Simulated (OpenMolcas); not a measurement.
**Potential curves of LiH⁻: spin-free states**

Computed with OpenMolcas 26.06: state-averaged CASSCF(3,5) over Li 2s 2p, H 1s, XMS-CASPT2 (IPEA 0.25, imaginary shift 0.2 hartree), scalar X2C, ANO-RCC-VTZP, then RASSI spin–orbit state interaction with atomic mean-field integrals. C2 symmetry about the axis (a holds Σ, Δ, Γ; b holds Π, Φ, H; Σ⁺ and Σ⁻ are not told apart); roots by multiplicity and irrep: 2a 7, 2b 8, 4b 4, 4a 2.

XMS-CASPT2 energies in eV from the lowest point. Curves are followed by energy order within each symmetry, so they are adiabatic and may change character at avoided crossings; Σ⁺ and Σ⁻ are counted together.

```json
{"R (Å)": "1.463", "(1)2Σ": "0.205", "(1)2Π": "1.356", "(1)4Π": "3.706", "(1)4Σ": "4.541", "(2)2Π": "4.341", "(3)2Π": "4.872", "(2)4Σ": "4.932", "(1)2Δ": "5.192", "(4)2Σ": "5.328"}
{"R (Å)": "1.548", "(1)2Σ": "0.085", "(1)2Π": "1.252", "(1)4Π": "3.541", "(1)4Σ": "4.422", "(2)2Π": "4.170", "(3)2Π": "4.706", "(2)4Σ": "4.783", "(1)2Δ": "5.035", "(4)2Σ": "5.162"}
{"R (Å)": "1.625", "(1)2Σ": "0.025", "(1)2Π": "1.206", "(1)4Π": "3.429", "(1)4Σ": "4.353", "(2)2Π": "4.055", "(3)2Π": "4.595", "(2)4Σ": "4.689", "(1)2Δ": "4.934", "(4)2Σ": "5.052"}
{"R (Å)": "1.701", "(1)2Σ": "0.000", "(1)2Π": "1.195", "(1)4Π": "3.343", "(1)4Σ": "4.310", "(2)2Π": "3.967", "(3)2Π": "4.511", "(2)4Σ": "4.626", "(1)2Δ": "4.861", "(4)2Σ": "4.971"}
{"R (Å)": "1.786", "(1)2Σ": "0.004", "(1)2Π": "1.211", "(1)4Π": "3.270", "(1)4Σ": "4.284", "(2)2Π": "3.896", "(3)2Π": "4.445", "(2)4Σ": "4.581", "(1)2Δ": "4.806", "(4)2Σ": "4.906"}
{"R (Å)": "1.871", "(1)2Σ": "0.034", "(1)2Π": "1.249", "(1)4Π": "3.215", "(1)4Σ": "4.274", "(2)2Π": "3.841", "(3)2Π": "4.397", "(2)4Σ": "4.557", "(1)2Δ": "4.771", "(4)2Σ": "4.861"}
{"R (Å)": "1.990", "(1)2Σ": "0.102", "(1)2Π": "1.326", "(1)4Π": "3.159", "(1)4Σ": "4.277", "(2)2Π": "3.794", "(3)2Π": "4.364", "(2)4Σ": "4.548", "(1)2Δ": "4.746", "(4)2Σ": "4.823"}
{"R (Å)": "2.143", "(1)2Σ": "0.215", "(1)2Π": "1.448", "(1)4Π": "3.109", "(1)4Σ": "4.289", "(2)2Π": "3.751", "(3)2Π": "4.331", "(2)4Σ": "4.561", "(1)2Δ": "4.739", "(4)2Σ": "4.800"}
{"R (Å)": "2.381", "(1)2Σ": "0.413", "(1)2Π": "1.663", "(1)4Π": "3.055", "(1)4Σ": "4.170", "(2)2Π": "3.710", "(3)2Π": "4.318", "(2)4Σ": "4.607", "(1)2Δ": "4.754", "(4)2Σ": "4.793"}
{"R (Å)": "2.722", "(1)2Σ": "0.696", "(1)2Π": "1.966", "(1)4Π": "2.997", "(1)4Σ": "3.835", "(2)2Π": "3.674", "(3)2Π": "4.334", "(2)4Σ": "4.678", "(1)2Δ": "4.790", "(4)2Σ": "4.804"}
{"R (Å)": "3.232", "(1)2Σ": "1.060", "(1)2Π": "2.331", "(1)4Π": "2.935", "(1)4Σ": "3.458", "(2)2Π": "3.646", "(3)2Π": "4.337", "(2)4Σ": "4.753", "(1)2Δ": "4.833", "(4)2Σ": "4.819"}
{"R (Å)": "3.912", "(1)2Σ": "1.417", "(1)2Π": "2.630", "(1)4Π": "2.890", "(1)4Σ": "3.163", "(2)2Π": "3.669", "(3)2Π": "4.314", "(2)4Σ": "4.801", "(1)2Δ": "4.861", "(4)2Σ": "4.827"}
```

(1) With masses 7.016 and 1.008 u, fit the curves (1)2Σ, (1)2Π near their minima.

The 9 lowest clean curves are shown; the next is (5)2Σ, from 4.86 eV. Left out for impure symmetry, kinks or missing points, though low: (2)2Σ, (3)2Σ. Only roots inside an energy window near the equilibrium distance were included, so the list of states is not complete; labels number the states computed. Each spin and symmetry block has orbitals of its own, averaged over its own roots, so gaps between blocks are less sure than gaps within one and near the minimum can be off by tenths of an eV, in bad cases by more. No Rydberg orbitals are active, so Rydberg states, and σ→σ* states whose orbital the CASSCF left unused, can be missing between those listed. For an anion, states above the electron-detachment threshold (often below 1 to 3 eV) are held by the basis set and are not bound levels. At stretched bonds a block can hold a wrong CASSCF solution and miss its lowest state; points past a visible jump are left out. Points that failed a check (symmetry, reference weights, a jump) are left out.

## Answers

(1) At XMS-CASPT2, Te from the lowest curve (the fit fixes ωe to a per cent or two; the method's Re and ωe can be off by some per cent):

```tsv
curve	Te (cm⁻¹)	Re (Å)	ωe (cm⁻¹)
(1)2Σ	0	1.730	1144.0
(1)2Π	9650	1.693	1166.3
```
